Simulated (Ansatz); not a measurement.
This script for Ansatz's Python interface starts 2 runs on H2S2Si, SMILES [SiH2]1SS1. What input does the engine get in each?

Script `cas_h2s2si.py`:
```python
# -*- coding: utf-8 -*-
'''Static correlation in H2S2Si: natural occupations of an active space.'''

import ansatz as az


def main():
    geometry_ang = [
        ('Si', (-0.2649, 0.2214, -0.2282)),
        ('S', (1.6738, -0.3188, 0.2525)),
        ('S', (0.0793, -1.3041, 1.1224)),
        ('H', (-0.692, -0.1958, -1.5765)),
        ('H', (-0.7463, 1.5236, 0.3883)),
    ]
    h2s2si = az.Crystal.molecule()
    for symbol, xyz in geometry_ang:
        h2s2si = h2s2si.atom(symbol, xyz)

    calculation = (
        h2s2si.calculation()
        .basis(gaussian='6-31G*')
        .correlation(active_electrons=2, active_orbitals=2)
    )
    for method in [None, 'sc_nevpt2']:
        data = (calculation if method is None else calculation.correlation(method)).run(threads=1).report
        space = data['configurations']
        state = space['states'][0]
        print(method or 'casscf', f'total {data["free_energy_ev"] / 27.211386246:.6f} Ha, active-space state {state["energy"]["hartree"]:.6f} Ha, mean field {data["reference_energy_ev"] / 27.211386246:.6f} Ha')
        print('  determinants', state['n_determinants'], ' natural occupations', [round(n, 3) for n in space['natural_occupations']])


if __name__ == '__main__':
    main()
```

Run 1:
```yaml
crystal:
  periodic: [false, false, false]
  atoms:
    - { symbol: Si, position_ang: [-0.2649, 0.2214, -0.2282] }
    - { symbol: S, position_ang: [1.6738, -0.3188, 0.2525] }
    - { symbol: S, position_ang: [0.0793, -1.3041, 1.1224] }
    - { symbol: H, position_ang: [-0.692, -0.1958, -1.5765] }
    - { symbol: H, position_ang: [-0.7463, 1.5236, 0.3883] }
basis:
  gaussian:
    orbitals: "6-31G*"
correlation:
  active_space:
    window:
      electrons: 2
      orbitals: 2
```

Run 2, against run 1:
```diff
+  method: sc_nevpt2
```

Running `python cas_h2s2si.py` prints:
```text
casscf total -1085.125265 Ha, active-space state -1085.125265 Ha, mean field -1085.110062 Ha
  determinants 4  natural occupations [1.962, 0.038]
sc_nevpt2 total -1085.428701 Ha, active-space state -1085.125254 Ha, mean field -1085.110062 Ha
  determinants 4  natural occupations [1.962, 0.038]
```

Notes:
- Total energies depend on the basis set; only differences at equal settings carry meaning.
- The geometry is a force-field or estimated start, not a minimum of this method, and the basis set is short of its limit. The active space starts as a window about the frontier orbitals and is then optimised, not chosen by chemistry.
- Timing: 4.1 s on 1 thread of Arm Neoverse V2 (shared host), peak memory 0.19 GiB.
